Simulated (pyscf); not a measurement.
Structures and frequencies: ωB97X-D3(BJ)/def2-SVP in PySCF. Correlated levels are frozen-core, on RHF or UHF. ΔMP2 is the change of the MP2 total energy from the triple- to the quadruple-zeta basis.

H₂Al–PH₂ (SMILES [AlH2][PH2]) + SiH₄ (SMILES [SiH4]) -> H₃Si–PH₂ (SMILES [SiH3]P) + AlH₃ (SMILES [AlH3])
Surface: singlet. Broken: Al–P, H–Si. Formed: P–Si, Al–H. Give ΔE‡ and ΔE from CCSD(T)/def2-TZVPP + ΔMP2(QZVPP), relative to the separated reactants.

ΔE‡ = 18.3 kcal/mol, ΔE = +8.3 kcal/mol. Zero-point energy shifts the barrier by +1.9 kcal/mol. It is a four-centre exchange, with an imaginary mode of 432i cm⁻¹. On the reactant side the descent ends in a complex (not fully relaxed), 7.8 kcal/mol under the separated species and 19.5 kcal/mol under the saddle at ωB97X-D3(BJ)/def2-TZVP. On the product side the descent ends in an adduct with a Al–P contact, 20.9 kcal/mol under the separated species and 25.0 kcal/mol under the saddle at ωB97X-D3(BJ)/def2-TZVP. What is counted as broken (Al–P) persists as a longer contact in the product adduct; parting that adduct is a step of its own. At ωB97X-D3(BJ)/def2-TZVP the barrier from the zero used here is 11.7 kcal/mol. The same reactants have a lower exit, to H₂Al–PH₂ + SiH₄ (barrier +8.4 kcal/mol at ωB97M-D3(BJ)/def2-TZVP, against +17.8 kcal/mol here). This is the saddle that the search found; another between the same sides may lie lower. The CCSD(T) − MP2 part came from Ansatz, without density fitting, on the same reference.
